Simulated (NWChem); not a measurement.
System: H, doublet

Computed with NWChem. Spin-unrestricted. No stability test was run on the SCF state. Fermi-contact couplings, non-relativistic, static geometry.

### Question
What does the run give for PBE/cc-pVTZ? Quantities: A(iso) 1H atom 1 (MHz); <S²>.

### Answer
| Property | Value |
|---|---|
| A(iso) 1H atom 1 (MHz) | 1331 |
| <S²> | 0.750 |
